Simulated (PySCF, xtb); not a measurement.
Acid–base and redox partners of OS(=O)(=O)O. Gas-phase values, no solvent. One relaxed conformer stands for each flexible species; it need not be the lowest. Strings in code marks are SMILES.

Quantity: bond dissociation enthalpy (X–H) at 298 K, in kcal/mol. Enthalpy corrections at 298 K come from GFN2-xTB frequencies (xtb).

Case: H atom removed from O4: `O=S([O])(=O)O` (O–S–O–H torsion 53°). The other species in the difference include `O=S(O)(O)=O` (O–S–O–H torsion -162°, O–S–O–H torsion -27°) (neutral, multiplicity 1). Geometry of `[O]S(=O)(=O)O` (neutral, multiplicity 2, Å):

```xyz
6

O     -0.7321     1.3381     0.0464
S     -0.4067    -0.0943    -0.0386
O     -0.4447    -0.4355     1.3916
O     -1.1592    -0.8903    -0.9294
O      1.0812    -0.2197    -0.5216
H      1.6614     0.3017     0.0515
```

**Question.** What bond dissociation enthalpy (X–H) at 298 K does M06-2X/6-31G* // PBE0-D3(BJ)/def2-TZVP (PySCF) give?

**Answer.** 108.8 kcal/mol.
